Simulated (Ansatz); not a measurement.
A made-up structure of CH4SSi, singlet:

```xyz
7
angstrom
C -0.7196 -0.0945 -0.5974
Si 0.7257 0.2023 0.5009
S -0.6044 -1.3867 0.7379
H -0.5679 -0.4956 -1.5948
H -1.6023 0.5318 -0.5112
H -0.3325 -2.6398 1.1913
H 2.0872 -0.0768 -0.0040
```

It is relaxed with PBE-D4/def2-SVP and then PBE0-D4/def2-TZVP (Ansatz 0.2.0). Atoms count as bonded within 1.22 times the sum of their covalent radii (H–H: 0.88 Å). The end point is not checked to be a true minimum.

(1) Does its bonding change? (Judge from chemistry; the calculation decides.)

Results:

(1) Computed: No: no bond forms or breaks.

Where it ends: The first stage lowers the energy by 2.82 eV in 10 steps. It ends as CH₄SSi ([CH2]1[SiH][SH]1):
```
7
angstrom
C -0.6596 -0.1645 -0.4968
Si 0.7860 0.5247 0.5622
S -0.7799 -1.2242 0.9950
H -0.5387 -0.7649 -1.3939
H -1.5740 0.4247 -0.5338
H -0.0132 -2.2328 0.5537
H 1.7656 -0.5223 0.0363
```

Labels in which every atom is bracketed show which atoms are joined, not bond orders.

For scale, one of the runs: PBE0-D4/def2-TZVP relaxation, 129 basis functions, launched by `ansatz run in.yaml --threads 2 --pin off --events-out ev --progress --plain --max-ram 4352MiB`. The run took about 15 s on 2 CPU threads of an Arm Neoverse V2 (shared host).
